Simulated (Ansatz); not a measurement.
Relaxed structures of H$_{2}$S$_{2}$O$_{2}$, closed shell (PBE0-D4/def2-TZVP; forces vanish, vibrations not checked; lower isomers may exist, and structures with a doubtful reference or unclear bonds are left out; Å). Ansatz 0.2.0; basis: def2-TZVPP; cores frozen in the correlated methods.

Rank them by CCSD(T) energy, lowest first, and give each one's height above the lowest. Links in brackets join atoms within 1.22 times the sum of their covalent radii (1.1 for two metals). (To be estimated.)
A.
H₂S₂O₂ ([OH][S][O][SH])
```
6
angstrom
O -0.0667 0.6778 -1.3573
S 1.2076 -0.0038 -0.6030
O 0.4917 -0.9222 0.5520
S -0.0381 -0.1563 1.9604
H -0.4201 0.0503 -2.0004
H -1.1744 0.3541 1.4482
```
B.
a complex of H₂S + SO₂
```
6
angstrom
O 1.6409 -0.1568 -1.0326
S 0.2839 0.3076 -1.0469
O -0.7492 -0.6431 -1.3408
S -0.0870 0.1416 2.0997
H 1.0491 -0.5733 2.0766
H -0.8411 -0.9380 1.8387
```
C.
a complex of H₂O + S₂O
```
6
angstrom
O -0.2882 0.6995 -1.8273
S 2.0368 -0.2587 -0.1406
O 0.8429 -0.8807 0.7087
S -0.4291 -0.1069 1.3258
H -1.2066 0.4198 -1.8033
H -0.2086 1.3497 -1.1217
```
D.
a complex of HSO ([OH][S]) + HSO ([OH][S])
```
6
angstrom
O 0.0592 0.6489 -1.0105
S 1.4435 -0.1692 -1.2526
O 0.8572 -0.8957 1.0096
S -0.5858 -0.1715 1.2031
H -0.6860 0.1404 -1.3577
H 0.7324 -1.7787 0.6366
```

Computed: B (0.000 eV), A (1.481 eV), C (2.797 eV), D (3.009 eV). Heights count from the lowest.

No T1 diagnostic of these runs exceeds 0.022. The restricted Hartree–Fock reference is unstable towards an unrestricted one at one or more of these structures. The program raised a doubt about the electronic state. A large double-excitation amplitude points to some diradical character; no triplet was computed.

For scale, one of the runs: CCSD(T)/def2-TZVPP, 174 basis functions, launched by `ansatz run in.yaml --threads 2 --pin off --events-out ev --progress --plain --max-ram 4352MiB`. Time: 3.6 min of wall clock on 2 CPU threads of an Arm Neoverse N1; the host was shared. Peak host memory: 1.6 GiB.
